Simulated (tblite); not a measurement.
Species: CH3O4S (doublet state).
Bonds: O1–C2, C2–S3, S3–O4 (double), S3–O5 (double), S3–O6. Hydrogens: H7, H8 on C2; H9 on O6.
Bond orders are those of one Lewis drawing.

Computed with GFN2-xTB (tblite), gas phase: L-BFGS steps from a force-field or distance-geometry start until the largest atomic force falls under 0.01 eV/Å.

Step 8: E = -628.3902 eV
```
atom  x, y, z in Å  |  force x, y, z in eV/Å
O1     -0.7727   -1.4410   -0.1360    0.041   0.070   0.009
C2     -1.0978   -0.2197   -0.1330   -0.180   0.051  -0.019
S3      0.6910    0.6262    0.0933    0.080  -0.086  -0.003
O4      0.7011    1.3017    1.3495   -0.015  -0.012  -0.028
O5      0.9724    1.3750   -1.0881   -0.018  -0.027   0.033
O6      1.5792   -0.6673    0.1550   -0.015   0.053  -0.005
H7     -1.3993    0.2449   -1.0892   -0.014  -0.005   0.180
H8     -1.5993    0.1883    0.7633    0.018  -0.002  -0.177
H9      0.9390   -1.4021    0.0601    0.103  -0.042   0.010
```

Step 9: E = -628.3928 eV
```
atom  x, y, z in Å  |  force x, y, z in eV/Å
O1     -0.7688   -1.4329   -0.1353    0.045   0.009   0.008
C2     -1.0983   -0.2118   -0.1326   -0.170  -0.020  -0.021
S3      0.6924    0.6233    0.0929   -0.011  -0.033   0.019
O4      0.6994    1.2961    1.3507    0.000   0.011  -0.048
O5      0.9714    1.3695   -1.0901   -0.002   0.007   0.033
O6      1.5811   -0.6651    0.1554    0.047  -0.022  -0.003
H7     -1.4064    0.2453   -1.0878   -0.005   0.039   0.131
H8     -1.6069    0.1883    0.7606    0.018   0.040  -0.126
H9      0.9497   -1.4068    0.0611    0.078  -0.032   0.007
```

Step 10: E = -628.3945 eV
```
atom  x, y, z in Å  |  force x, y, z in eV/Å
O1     -0.7653   -1.4271   -0.1347    0.028  -0.034   0.004
C2     -1.1016   -0.2075   -0.1327   -0.086  -0.082  -0.013
S3      0.6929    0.6209    0.0928   -0.062  -0.020   0.007
O4      0.6984    1.2927    1.3506    0.007   0.035  -0.022
O5      0.9706    1.3661   -1.0907    0.009   0.029   0.017
O6      1.5836   -0.6643    0.1556    0.074  -0.051   0.000
H7     -1.4113    0.2465   -1.0851   -0.018   0.077   0.046
H8     -1.6118    0.1892    0.7570   -0.012   0.073  -0.045
H9      0.9581   -1.4104    0.0619    0.060  -0.029   0.005
```

Step 11: E = -628.3957 eV
```
atom  x, y, z in Å  |  force x, y, z in eV/Å
O1     -0.7625   -1.4237   -0.1342    0.000  -0.058  -0.001
C2     -1.1055   -0.2061   -0.1330   -0.010  -0.101  -0.004
S3      0.6923    0.6187    0.0926   -0.058   0.002   0.003
O4      0.6977    1.2910    1.3502    0.007   0.035  -0.016
O5      0.9702    1.3642   -1.0907    0.008   0.028   0.015
O6      1.5865   -0.6646    0.1557    0.064  -0.045   0.000
H7     -1.4150    0.2487   -1.0824   -0.028   0.087  -0.021
H8     -1.6154    0.1912    0.7538   -0.035   0.081   0.019
H9      0.9652   -1.4135    0.0626    0.051  -0.028   0.004
```

Task: Estimate the geometry and energy of step 12. (The exact step hangs on the optimiser's Hessian estimate; all steps are aligned on step 11, rigid shifts and turns removed.)

Result: E = -628.3967 eV, largest force 0.090 eV/Å
```
atom  x, y, z in Å  |  force x, y, z in eV/Å
O1     -0.7600   -1.4219   -0.1337   -0.039  -0.060  -0.006
C2     -1.1095   -0.2067   -0.1333    0.038  -0.076   0.003
S3      0.6910    0.6166    0.0925   -0.021   0.003  -0.004
O4      0.6972    1.2902    1.3495    0.002   0.028  -0.004
O5      0.9700    1.3630   -1.0902    0.002   0.021   0.009
O6      1.5902   -0.6655    0.1558    0.030  -0.015   0.000
H7     -1.4190    0.2525   -1.0799   -0.022   0.065  -0.059
H8     -1.6193    0.1947    0.7507   -0.037   0.058   0.055
H9      0.9729   -1.4170    0.0633    0.048  -0.025   0.004
```

The energy changes by -0.0011 eV. The first-order estimate −F·Δx gives -0.0015 eV and the mean of the old and new forces, exact on a quadratic surface, -0.0011 eV. The step makes an angle of 59° with the force vector and moves no atom by more than 0.008 Å.

What follows is the cost of the whole relaxation. The run took 0.15 s of wall time on one thread, Intel Xeon Platinum 8259CL at 2.50 GHz (x86_64), no GPU, shared host.
